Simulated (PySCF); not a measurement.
formic acid (CH₂O₂), SMILES O=CO. Coordinates come from a PBE0-D3(BJ)/def2-TZVP optimisation. The values are those of a single conformer.

Computed with PBE0-D3(BJ)/def2-TZVP run with PySCF.

Harmonic wavenumbers (cm⁻¹): 636, 693, 1063, 1150, 1318, 1405, 1854, 3063, 3765. Rotational constants (GHz): 78.35, 12.19, 10.55; symmetry number 1.

Q: Work out the zero-point energy and the ideal-gas rigid-rotor harmonic-oscillator thermochemistry at 298.15 K and 1 atm.

A: ZPE = ½ Σ hcν = ½ × 14948 cm⁻¹ = 89.41 kJ/mol. H − E(el) = 100.17 kJ/mol. Entropy in J/(mol K): translation 156.50, rotation 87.84, vibration 3.66, total 248.00. G − E(el) = 26.23 kJ/mol. Cp = 44.20 J/(mol K).
